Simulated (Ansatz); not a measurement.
hcp Tc was calculated with PBE (plane waves, PAW; Ansatz, a program for electronic structure).

Run with plane-wave cutoff 520 eV, 30×30×16 k mesh (along the axes of the cell as run), Fermi–Dirac smearing 0.051 eV (set by the program), no spin polarisation, scalar-relativistic PAW data made under PBE.

Computed at the level's own relaxed cell.

Elastic tensor (GPa, Voigt notation, ions relaxed):

```
  488.5   218.9   185.9     0.0     0.0     0.0
  218.9   488.5   185.9     0.0     0.0     0.0
  185.9   185.9   537.2     0.0     0.0     0.0
    0.0     0.0     0.0   136.8     0.0     0.0
    0.0     0.0     0.0     0.0   136.8     0.0
    0.0     0.0     0.0     0.0     0.0   134.8
```

Q: Work out the Voigt, Reuss and Hill averages of the bulk and shear moduli, Young's modulus and Poisson's ratio from the printed constants.

A: K_V = [C11 + C22 + C33 + 2(C12 + C13 + C23)]/9 = [1514.2 + 2 × 590.7]/9 = 299.5 GPa. G_V = [1514.2 − 590.7 + 3 × 408.4]/15 = 143.2 GPa. From the compliances S = C⁻¹, K_R = 299.5 and G_R = 141.9 GPa. Hill means: K = 299.5, G = 142.6 GPa. E = 9KG/(3K + G) = 369 GPa, ν = (3K − 2G)/(6K + 2G) = 0.29, K/G = 2.10.
